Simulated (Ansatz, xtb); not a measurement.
## Ligand exchange: CH4 + H2O2 → H2O + CH4O

Gas-phase species: CH4 (methane) `C`, singlet; H2O2 (hydrogen peroxide) `OO`, singlet; H2O (water) `O`, singlet; CH4O `CO`, singlet. The partners trade CH3 for OH: H–CH3 and O–OH bonds give way to H–OH and O–CH3.

Shapes, held fixed at every level: PBE0-D4/def2-TZVP. Flexible molecules stand in one conformer, not always the lowest. Programs: Ansatz 0.2.0, xtb 6.7.1. The zero-point and thermal change to 298 K, harmonic and unscaled (PBE0-D4/def2-TZVP), is +3.6 kJ/mol.

(1) Estimate the reaction enthalpy at 298 K.

Answers

(1) From tabulated heats of formation (Active Thermochemical Tables), ΔH(298 K) = -232.5 kJ/mol. Nearest: CCSD/def2-TZVPP (-2.4); farthest: GFN0-xTB (+144.2). 5 of 9 levels lie within 10 kJ/mol. The CBS estimate extrapolates MP2 from def2-TZVPP and def2-QZVPP and adds CCSD(T) − MP2 in the triple-zeta set, cores frozen.

```tsv
level	kind	ΔH (kJ/mol)	computed − measured
GFN0-xTB	semi-empirical	-88.4	+144.2
r2SCAN-D4/def2-TZVPP	meta-GGA	-220.0	+12.5
BHLYP-D4/def2-TZVPP	global hybrid	-237.4	-4.9
PBE0-D4/def2-TZVPP	global hybrid	-225.9	+6.6
MP2/def2-SVP	perturbation theory	-229.2	+3.3
CCSD(T)/def2-SVP	coupled cluster or CI	-215.8	+16.7
CCSD/def2-SVP	coupled cluster or CI	-221.1	+11.5
CCSD/def2-TZVPP	coupled cluster or CI	-235.0	-2.4
CCSD(T)/CBS estimate	coupled cluster or CI	-237.6	-5.1
```
